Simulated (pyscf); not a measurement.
# Atom transfer: HO–Zr(Cl)(Cl)–Cl + H atom (H•) → [HO–Zr(Cl)–Cl]• + hydrogen chloride (HCl)

Gas phase, doublet surface, charge 0. Bonds broken: Zr2–Cl3. Bonds formed: Cl3–H7. Optimised with ωB97X-D3(BJ)/def2-SVP in PySCF.

Transition state (Å):

```xyz
7

O     -0.4147     1.6915     0.8817
Zr    -1.0697     0.1577    -0.0088
Cl     0.5105    -0.6022    -1.6505
Cl    -3.2675     0.3782    -0.8150
Cl    -0.7767    -1.7813     1.2985
H     -0.0557     2.4015     1.4167
H      1.2467    -1.9458    -1.2935
```

One imaginary mode, 1677i cm⁻¹; descent along it reached the two sides named, in the forms told below.

| bond | change | reactant side (Å) | saddle | product side |
|---|---|---|---|---|
| Zr2–Cl3 | breaks | 2.336 | 2.402 | 2.7 |
| Cl3–H7 | forms | 4.2 | 1.573 | 1.334 |

Electronic energies relative to the separated reactants (kcal/mol):

| level | barrier | reaction energy | reverse barrier |
|---|---|---|---|
| ωB97X-D3(BJ)/def2-TZVP | 18.1 | +15.7 | 2.4 |
| PBE/def2-TZVP | 8.0 | +11.9 | -3.9 |
| r²SCAN/def2-TZVP | 9.0 | +11.8 | -2.8 |
| B3LYP-D3(BJ)/def2-TZVP | 9.8 | +9.7 | 0.2 |
| PBE0-D3(BJ)/def2-TZVP | 11.5 | +11.4 | 0.1 |
| M06-2X/def2-TZVP | 14.2 | +6.5 | 7.7 |
| ωB97M-D3(BJ)/def2-TZVP | 16.0 | +8.3 | 7.7 |
| HF/def2-TZVP | 34.5 | +6.7 | 27.8 |

With ωB97M-D3(BJ)/def2-TZVP energies and thermal terms (ideal gas, 1 atm, RRHO with modes under 100 cm⁻¹ raised to 100, one conformer, R ln 2 for chiral ones without a mode under 150 cm⁻¹), in kcal/mol:

| T (K) | ΔH‡ | ΔG‡ | ΔH | ΔG |
|---|---|---|---|---|
| 298 | 15.9 | 22.1 | +11.3 | +8.1 |
| 600 | 15.5 | 28.5 | +10.2 | +5.3 |
| 900 | 15.2 | 35.0 | +9.1 | +3.0 |
| 1200 | 14.8 | 41.7 | +8.1 | +1.2 |

On the product side the descent ends in an adduct with a Cl–Zr contact, 8.3 kcal/mol under the separated species and 10.6 kcal/mol under the saddle at ωB97X-D3(BJ)/def2-TZVP. At PBE, r²SCAN the saddle lies under the separated products, which points to a path from their complex (located at ωB97X-D3(BJ) alone), and parting the products costs more than the saddle. What is counted as broken (Cl–Zr) persists as a longer contact in the product adduct; parting that adduct is a step of its own. This is the saddle that the search found; another between the same sides may lie lower. The angle at the transferred Cl is 115°: a side-on saddle, likely not the lowest. Open-shell species with a d-block atom are single-reference here; other states, and whether the spin sits on metal or ligand, were not checked. Elements past Kr carry the def2 core potentials, without spin-orbit coupling.
